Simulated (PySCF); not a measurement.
Gas-phase thermal properties of SiHCl2

Energies from PySCF (xtb for GFN2), thermal terms from the rigid-rotor harmonic-oscillator model, ideal gas at 1 bar. 6-31G* has spherical d functions here. Open shells (unrestricted): SiHCl2 (multiplicity 2). GFN2 has no spin-polarisation term. B3LYP is the form with VWN-RPA correlation. SiHCl2: computed as isolated molecules; such fragments, hydroxides, amides, oligomers or adducts are transient or little studied in the gas. The harmonic model lacks anharmonicity and excited electronic states, which grow with temperature; levels with a mode under 35 cm⁻¹ are left out.

| level | point group | σ | ZPE (kJ/mol) | S°298 (J/mol/K) | Cp298 (J/mol/K) | S°1000 (J/mol/K) | H1000 − H298 (kJ/mol) |
|---|---|---|---|---|---|---|---|
| B3LYP/6-31G* | Cs | 1 | 28.9 | 297.6 | 58.0 | 380.4 | 49.3 |
| GFN2-xTB | Cs | 1 | 27.1 | 301.1 | 61.5 | 386.1 | 50.3 |
| HF/6-31G* | Cs | 1 | 31.7 | 295.1 | 55.9 | 376.1 | 48.3 |
| PBE/def2-SVP | Cs | 1 | 27.9 | 298.2 | 58.5 | 381.6 | 49.6 |
| PBE0/def2-TZVP | Cs | 1 | 29.0 | 296.7 | 57.7 | 379.4 | 49.2 |
σ: rotational symmetry number. Electronic degeneracy used: 2. Frequencies are unscaled.
